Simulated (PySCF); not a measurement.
Can point charges reproduce the dipole moment of `F[C@H]1CS1`?

Coordinates (PBE0-D3(BJ)/def2-SVP, Å) and charges (e) from the PBE0/pcSseg-1 density (PySCF):

| atom | x | y | z | Mulliken | IAO | Hirshfeld | ESP-fitted |
| --- | --- | --- | --- | --- | --- | --- | --- |
| F1 | -1.581 | 0.354 | -0.796 | -0.2765 | -0.2841 | -0.0966 | -0.1677 |
| C2 | -0.735 | -0.129 | 0.133 | +0.1342 | +0.1142 | +0.0535 | +0.1178 |
| C3 | 0.705 | -0.095 | -0.167 | -0.2782 | -0.3386 | -0.0803 | -0.2845 |
| S4 | 0.173 | 1.043 | 1.147 | -0.0720 | +0.0103 | -0.0538 | -0.1361 |
| H5 | -1.170 | -0.988 | 0.656 | +0.1432 | +0.1601 | +0.0591 | +0.1305 |
| H6 | 0.989 | 0.383 | -1.111 | +0.1796 | +0.1727 | +0.0582 | +0.1830 |
| H7 | 1.336 | -0.937 | 0.136 | +0.1697 | +0.1655 | +0.0595 | +0.1570 |

Q: What dipole does each set of charges give (1 e·Å = 4.803 D), and what does the density give?

A: The full density gives (0.93, -1.84, -0.25) D, 2.08 D in size; dipole vectors point from the negative to the positive end.

```csv
scheme,μx,μy,μz,size (D),share of the full size (%),angle to the full dipole (°)
Mulliken,1.76,-1.90,0.57,2.65,128,25
IAO,1.60,-1.54,1.18,2.51,121,40
Hirshfeld,0.55,-0.87,0.09,1.04,50,13
ESP-fitted,0.92,-1.90,-0.27,2.13,102,1
```

Q: Which set comes closest?

A: Length of the difference vector: ESP-fitted 0.06 D, Hirshfeld 1.09 D, Mulliken 1.17 D, IAO 1.61 D. Closest: ESP-fitted. The schemes that divide the density aren't constrained to reproduce the dipole.

Q: What is left for the Hirshfeld atoms' own dipoles?

A: The Hirshfeld atoms' densities add up to the full density, so μ = Σ q r + Σ (atomic dipoles). The atomic dipoles sum to (0.93, -1.84, -0.25) − (0.55, -0.87, 0.09) = (0.38, -0.97, -0.34) D, 1.09 D in size.

Q: With the origin at the mean of the coordinates, (-0.041, -0.053, 0.000) Å, which are the largest single terms, by size, of the Mulliken dipole along the direction of the full one?

A: F1 +1.26, H7 +1.13, C3 -0.52, S4 +0.35, H6 +0.18 D; all 7 atoms together +2.40 D. The single terms depend on the origin, their sum doesn't.

Q: Give the size of the full dipole in other units.

A: 2.08 D = 0.818 au = 0.433 e·Å = 6.93 × 10⁻³⁰ C·m.

Geometry: PBE0-D3(BJ)/def2-SVP; no solvent, vibrations or thermal averaging.
